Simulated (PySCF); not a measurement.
# C3H7NO: core ionisation energies

Compound: C3H7NO.
Z-matrix (Å and degrees, PBE0-D3(BJ)/def2-SVP geometry), rows numbered from 1:
```
C 
N   1  1.4333
C   2  1.2632  1  120.73
C   3  1.4986  2  118.36  1   179.96
O   4  1.3817  3  111.62  2    -0.27
H   1  1.1072  2  113.80  3    -0.26
H   1  1.1019  2  109.55  3  -122.09
H   1  1.1019  2  109.56  3   121.58
H   3  1.1086  2  123.28  1    -0.07
H   4  1.1112  3  107.92  2  -123.61
H   4  1.1115  3  107.86  2   123.12
H   5  0.9754  4  104.11  3     0.45
```

Computed, not measured: PySCF, delta-SCF UKS SCAN, pcX-2 on the ionised atom, pcseg-1 elsewhere, spin-free X2C. Vertical ΔSCF values, vacuum level as zero.

What binding energy does each computed site have?

| atom(s) | environment | level | binding energy (eV) | above the level's lowest (eV) | count |
| --- | --- | --- | --- | --- | --- |
| O5 | alcohol oxygen | O 1s | 538.27 | 0.00 | 1 |
| N2 | imine nitrogen | N 1s | 404.94 | 0.00 | 1 |
| C4 | carbinol carbon (C–OH) | C 1s | 292.34 | +0.56 | 1 |
| C3 | imine carbon | C 1s | 291.91 | +0.13 | 1 |
| C1 | N-methyl carbon | C 1s | 291.78 | 0.00 | 1 |

Lowest listed C 1s: C1, bonded to N and 3 H. Highest, 0.56 eV above it: C4, bonded to O, C and 2 H. The widest gap between neighbouring values is 0.43 eV, between 291.91 and 292.34 eV. Summing the Pauling electronegativity differences to the bonded atoms, each weighted by its formal bond order, gives -0.56 for the lowest site and +0.19 for the highest; the largest sum, +0.63, belongs to C3, 0.43 eV below the top.

What is the longest wavelength that can ionise O 1s of O5 vertically?

λ = hc/E = 12398.42 eV Å / 538.27 eV = 23.034 Å.

Geometry: PBE0-D3(BJ)/def2-SVP, one conformer, isolated molecule.

On one thread, x86-64 server, no GPU, on a shared host, this took 33 s of wall time.
